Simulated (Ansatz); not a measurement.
Cubic BN was calculated with G0W0@PBE (Ansatz, a first-principles code, plane waves, hard PAW, contour deformation).

The cell has the measured lattice parameters. Conventional cell: a = 3.6160 Å, b = 3.6160 Å, c = 3.6160 Å, α = 90.00°, β = 90.00°, γ = 90.00°.

The quasiparticle gap at Γ at a fixed k mesh 4×4×4:

| response cutoff | value (eV) |
|---|---|
| 200 eV, 139 empty bands | 11.018 |
| 250 eV, 195 empty bands | 11.085 |
| 300 eV, 256 empty bands | 11.125 |
| 400 eV, 394 empty bands | 11.173 |

Problem. Taking the value to converge with the response cutoff E as E^(−3/2), extrapolate from the last two rows.

Solution. With y = y∞ + c/w and weights w = 5196 and 8000 for the last two rows, y∞ = (w2 y2 − w1 y1)/(w2 − w1) = (8000 × 11.173 − 5196 × 11.125)/2804 = 11.262 eV, which lies 0.089 beyond the last row. Successive pairs of rows give 11.253, 11.252, 11.262. The limit also hangs on the law assumed, so its last digits aren't firm.

The other settings are not extrapolated, so this is the limit in one setting alone.

The smallest gap on this mesh is 6.27 eV, away from Γ.
